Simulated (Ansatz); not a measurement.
We consider zinc-blende MgS (metastable phase), described by LDA (Ansatz, a first-principles code, plane waves, PAW).

Settings: plane-wave cutoff 520 eV, 10×10×10 k mesh, Fermi–Dirac smearing 0.01 eV, scalar-relativistic PAW data made under PBE.

Computed at the level's own relaxed cell.

### Question
What does this level give for the bulk modulus, equilibrium volume per atom, lattice constant a, band gap and width of the whole s-p valence band?

### Answer

* **bulk modulus**: 61.5 GPa
* **equilibrium volume per atom**: 21.88 Å³/atom
* **lattice constant a**: 5.594 Å
* **band gap**: 3.37 eV (direct)
* **width of the whole s-p valence band**: 11.38 eV

Measured, for comparison: band gap 4.78 ± 0.1 eV (temperature not stated, extrapolated in composition from an alloy gap of 4.19 eV, direct; extrapolated from a Zn0.2Mg0.8S0.645Se0.355 epilayer; as tabulated in Lucero et al. (2012), arXiv:1111.4515). Computed (rounded) less measured: band gap -1.41 eV.

The computed numbers hold no vibrational or temperature effects.

It cost very roughly 30 core-seconds of CPU time.
